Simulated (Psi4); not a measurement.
# BNH4S (SMILES NBS): B3LYP/def2-SVPD

What is the vertical electron affinity of BNH4S at B3LYP/def2-SVPD? 

The results are computed with Psi4 1.11.

2 further runs of the same task are left out: 2 set aside as unsound or not needed.

### Step 1. The system as given

BNH4S: 7 atoms, total charge 0, spin state singlet. As SMILES, `NBS`. The shape is that of a PBE0-D4/def2-TZVP optimisation. This is one conformer, not always the lowest.

Bond lengths: N1–B2 1.391 Å, B2–S3 1.816 Å, N1–H4 1.006 Å, N1–H5 1.004 Å, B2–H6 1.194 Å, S3–H7 1.339 Å. Angles: N1–B2–S3 120.0°, N1–B2–H6 119.9°, S3–B2–H6 120.1°, B2–N1–H4 124.2°, B2–N1–H5 121.9°, B2–S3–H7 96.3°, H4–N1–H5 113.8°.

### Step 2. Energy and gradient at B3LYP/def2-SVPD

The input, bh4ns.inp:

```
memory 1600 mb

molecule system {
  0 1
  N     -1.73703625     0.74304031    -1.15670136
  B      0.29668700     0.27268748     0.44238489
  S      2.05753380    -2.65997849     0.16251645
  H     -2.33494560    -0.45410119    -2.50672170
  H     -2.74841768     2.34552807    -1.04993183
  H      0.88080135     1.79939722     1.99668462
  H      3.70121759    -2.17507477     2.02540846
  units bohr
  symmetry c1
}

set puream true
set e_convergence 1e-09
set d_convergence 1e-08
set scf_type pk
set dft_radial_points 99
set dft_spherical_points 590

e_tot, wfn = gradient("b3lyp/def2-SVPD", return_wfn=True)
```

Launch:

```console
$ psi4 -i bh4ns.inp -o bh4ns.out -n 1
```

bh4ns.out:

```text
[...]
  Running in c1 symmetry.
[...]
  Nuclear repulsion =   89.580008385066492
[...]
  Multiplicity = 1
[...]
  Nalpha       = 16
  Nbeta        = 16
[...]
    Number of basis functions: 99
[...]
   @RKS iter   1:  -479.84301523360296   -1.52740e-01   7.68859e-03 ADIIS/DIIS
[...]
   @RKS iter  11:  -480.12394503555680   -1.09139e-11   3.99291e-09 DIIS
[...]
    Orbital Energies [Eh]
    ---------------------
    Doubly Occupied:
       1A    -88.844805     2A    -14.335887     3A     -7.936936
       4A     -6.774083     5A     -5.905460     6A     -5.901424
       7A     -5.898425     8A     -0.872589     9A     -0.732977
      10A     -0.531188    11A     -0.526382    12A     -0.407720
      13A     -0.404332    14A     -0.328637    15A     -0.314083
      16A     -0.257310
[...]
  @RKS Final Energy:  -480.12394503555680
   => Energetics <=
    Nuclear Repulsion Energy =             89.5800083850664919
    One-Electron Energy =                -837.4862786526130094
    Two-Electron Energy =                 298.5743733233272792
    DFT Exchange-Correlation Energy =     -30.7920480913376124
    Empirical Dispersion Energy =           0.0000000000000000
    VV10 Nonlocal Energy =                  0.0000000000000000
    Total Energy =                       -480.1239450355568010
[...]
 Multipole Moments:
 ------------------------------------------------------------------------------------
     Multipole            Electronic (a.u.)      Nuclear  (a.u.)        Total (a.u.)
 ------------------------------------------------------------------------------------
 L = 1.  Multiply by 2.5417464519 to convert [e a0] to [Debye]
 Dipole X            :          0.9663912           -1.4484414           -0.4820502
 Dipole Y            :         -1.8656794            2.2905783            0.4248989
 Dipole Z            :         -0.3225080            0.1501570           -0.1723510
 Magnitude           :                                                    0.6652941
[...]
  -Total Gradient:
     Atom            X                  Y                   Z
    ------   -----------------  -----------------  -----------------
       1       -0.000117456001    -0.000088123110    -0.000172028889
       2        0.000305982628    -0.002412209625    -0.001296022157
       3       -0.000129804844     0.005659822591     0.003606084303
       4        0.001915882209     0.003149834387     0.003874679652
       5        0.002973609841    -0.004312250316    -0.000049241417
       6       -0.000982070760    -0.001808342064    -0.002116786314
       7       -0.003968148191    -0.000183291444    -0.003844982413
[...]
```

Wall time 23 s (1 thread of AMD EPYC 7R43 (Zen 3), shared host); peak memory 0.75 GiB.

### Step 3. The doublet anion

The input, input.dat:

```
memory 1600 mb

molecule system {
  -1 2
  N     -0.919200     0.393200    -0.612100
  B      0.157000     0.144300     0.234100
  S      1.088800    -1.407600     0.086000
  H     -1.235600    -0.240300    -1.326500
  H     -1.454400     1.241200    -0.555600
  H      0.466100     0.952200     1.056600
  H      1.958600    -1.151000     1.071800
  symmetry c1
  no_reorient
  no_com
}

set basis def2-SVPD
set reference uks
set puream true
set e_convergence 1e-09
set d_convergence 1e-08
set scf_type pk
set dft_radial_points 99
set dft_spherical_points 590
set maxiter 200

e, wfn = gradient('b3lyp', return_wfn=True)
oeprop(wfn, 'QUADRUPOLE', 'LOWDIN_CHARGES', 'MAYER_INDICES')
print_variables()
```

Launch:

```console
$ psi4 -n 1 input.dat output.dat
```

output.dat (excerpt; [...] marks lines left out):

```text
[...]
  Running in c1 symmetry.
[...]
  Nuclear repulsion =   89.580008286477721
[...]
  Multiplicity = 2
[...]
  Nalpha       = 17
  Nbeta        = 16
[...]
    Number of basis functions: 99
[...]
   @UKS iter   1:  -479.52958499477938    1.60691e-01   9.59115e-03 ADIIS/DIIS
[...]
   @UKS iter  16:  -480.08174057870423   -2.01794e-11   6.33442e-09 DIIS
[...]
   @S^2 Observed:                7.503251513E-01
[...]
  @UKS Final Energy:  -480.08174057870423
   => Energetics <=
    Nuclear Repulsion Energy =             89.5800082864777210
    One-Electron Energy =                -842.5786227128205610
    Two-Electron Energy =                 303.8077641778331213
    DFT Exchange-Correlation Energy =     -30.8908903301945834
    Empirical Dispersion Energy =           0.0000000000000000
    VV10 Nonlocal Energy =                  0.0000000000000000
    Total Energy =                       -480.0817405787042276
[...]
  -Total Gradient:
     Atom            X                  Y                   Z
    ------   -----------------  -----------------  -----------------
       1       -0.005870745048     0.005444733350    -0.001925391438
       2        0.005424746896    -0.002775684424     0.003269849991
       3        0.009209735153     0.007846171932     0.013816384509
       4        0.001477604893     0.004456440782     0.004324265126
       5        0.008037915051    -0.014079643123    -0.001733024251
       6       -0.001821797327     0.002676889418     0.000050388297
       7       -0.016459460527    -0.003563413627    -0.017800729964
[...]
 Multipole Moments:
 ------------------------------------------------------------------------------------
     Multipole            Electronic (a.u.)      Nuclear  (a.u.)        Total (a.u.)
 ------------------------------------------------------------------------------------
[...]
```

Wall time 44 s (1 thread of AMD EPYC 7R43 (Zen 3), shared host); peak memory 0.75 GiB.

### Step 4. Summary of results

Level: B3LYP/def2-SVPD.

| quantity | value |
| --- | --- |
| singlet BNH4S: total energy | -480.12395 Eh |
| singlet BNH4S: dipole moment | 1.69 D |
| singlet BNH4S: HOMO energy | -7.00 eV |
| singlet BNH4S: LUMO energy | -0.15 eV |
| singlet BNH4S: HOMO–LUMO gap | 6.85 eV |
| singlet BNH4S: largest force on an atom | 0.345 eV/Å |
| doublet anion: total energy | -480.08174 Eh |
| doublet anion: HOMO energy (highest over α and β) | 2.42 eV |
| doublet anion: LUMO energy (lowest over α and β) | 3.41 eV |
| doublet anion: ⟨S²⟩ | 0.750 |
| doublet anion: largest force on an atom | 1.260 eV/Å |
| vertical electron affinity (to the doublet anion) | -1.148 eV |

What this shows: The anion lies 1.15 eV (111 kJ/mol) above the neutral: the electron isn't bound at this level, and such a value depends on the basis. The largest force (singlet BNH4S) is 0.35 eV/Å: the shape isn't a stationary point for this species at this level. The HOMO (doublet anion) lies at positive energy, 2.42 eV; only total energies tell whether the electron is bound.
